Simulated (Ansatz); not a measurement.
Reaction (hydrogenolysis of a C–C bond): `OCC#CS` + H₂ → `C#CS` + CH₃OH

Program: Ansatz. Geometries: PBE0-D4/def2-TZVP. ΔE: electronic, gas phase. CBS: MP2 limit from def2 TZ/QZ plus the TZ coupled-cluster correction, frozen cores. This one scheme is used for every species. DFT in def2-TZVPP. B3LYP here is the variant with VWN-RPA as its local correlation; programs differ in this. HSE06 is defined as in plane-wave codes. One conformer a species, not always the lowest.

```
             level  ΔE (kJ/mol)  difference from CCSD(T)/CBS
       LDA (SPW92)        -16.5                         20.4
            PBE-D4        -23.1                         13.8
         revPBE-D4        -20.3                         16.6
           BLYP-D4        -27.4                          9.5
         r2SCAN-D4        -26.6                         10.3
           PBE0-D4        -28.5                          8.4
          B3LYP-D4        -31.9                          5.0
        r2SCANh-D4        -28.3                          8.6
          HSE06-D4        -28.4                          8.5
          BHLYP-D4        -38.0                         -1.1
      CAM-B3LYP-D4        -35.0                          1.9
           ωB97X-V        -33.8                          3.1
           ωB97M-V        -34.4                          2.5
            B2PLYP        -36.7                          0.2
          PBE-QIDH        -32.9                          4.0
               PBE        -27.4                          9.5
              BLYP        -36.1                          0.8
            r2SCAN        -28.0                          8.9
              PBE0        -32.4                          4.5
             B3LYP        -38.6                         -1.7
           r2SCANh        -29.8                          7.1
           r2SCAN0        -32.2                          4.7
             HSE06        -32.0                          4.9
             BHLYP        -43.1                         -6.2
         CAM-B3LYP        -39.0                         -2.1
           LC-ωPBE        -36.5                          0.4
RPA@PBE/def2-TZVPP        -38.2                         -1.3
       HF/def2-SVP        -51.0                        -14.1
      MP2/def2-SVP        -28.6                          8.3
  CCSD(T)/def2-SVP        -33.7                          3.2
     HF/def2-TZVPP        -53.8                        -16.9
    MP2/def2-TZVPP        -30.6                          6.3
   CCSD/def2-TZVPP        -41.1                         -4.2
CCSD(T)/def2-TZVPP        -36.3                          0.6
     HF/def2-QZVPP        -54.3                        -17.4
    MP2/def2-QZVPP        -31.2                          5.7
SCS-MP2/def2-QZVPP        -36.8                          0.1
      HF/CBS(def2)        -54.4                        -17.5
     MP2/CBS(def2)        -31.3                          5.6
    CCSD/CBS(def2)        -41.7                         -4.8
       CCSD(T)/CBS        -36.9                            0
```

Largest T1 diagnostic among the species: 0.013.

From r2SCAN to r2SCAN0 (25 % exact exchange), in def2-TZVPP and without D4, ΔE moves by −4.2 kJ/mol. In def2-TZVPP, CCSD(T) changes the Hartree–Fock value by +17.5 kJ/mol (the triples alone add +4.8 kJ/mol) and MP2 by +23.2 kJ/mol.
